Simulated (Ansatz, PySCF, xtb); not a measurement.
Homolysis of single bonds, series Al Br-NH2. Gas-phase values, no solvent. Strings in code marks are SMILES.

Quantity: homolytic bond dissociation enthalpy at 298 K (no spin–orbit term), in eV. Thermal and zero-point terms are GFN2-xTB rigid-rotor harmonic values (xtb).

Level 1: frozen-core CCSD(T)/cc-pVTZ // PBE0-D3(BJ)/def2-TZVP (Ansatz, a first-principles code)
Level 2: BP86/6-31G* // PBE0-D3(BJ)/def2-TZVP (PySCF)
Level 3: HF/6-31G* // PBE0-D3(BJ)/def2-TZVP (PySCF)
Level 4: HF/STO-3G // PBE0-D3(BJ)/def2-TZVP (PySCF)

```tsv
species	level 2	level 3	level 4
N–Al bond of `[NH2][Al]([NH2])[Br]`, giving `[NH2]` and `[NH2][Al][Br]`	4.22	3.25	4.29
Al–Br bond of `[NH2][Al]([Br])[Br]`, giving `[Br]` and `[NH2][Al][Br]`	4.28	3.44	4.71
N–Al bond of `[NH2][Al]([Br])[Br]`, giving `[Br][Al][Br]` and `[NH2]`	4.23	3.25	4.16
```

Task: What does level 1 give for each?

Result: 
- N–Al bond of `[NH2][Al]([NH2])[Br]`, giving `[NH2]` and `[NH2][Al][Br]`: 4.52
- Al–Br bond of `[NH2][Al]([Br])[Br]`, giving `[Br]` and `[NH2][Al][Br]`: 4.47
- N–Al bond of `[NH2][Al]([Br])[Br]`, giving `[Br][Al][Br]` and `[NH2]`: 4.52
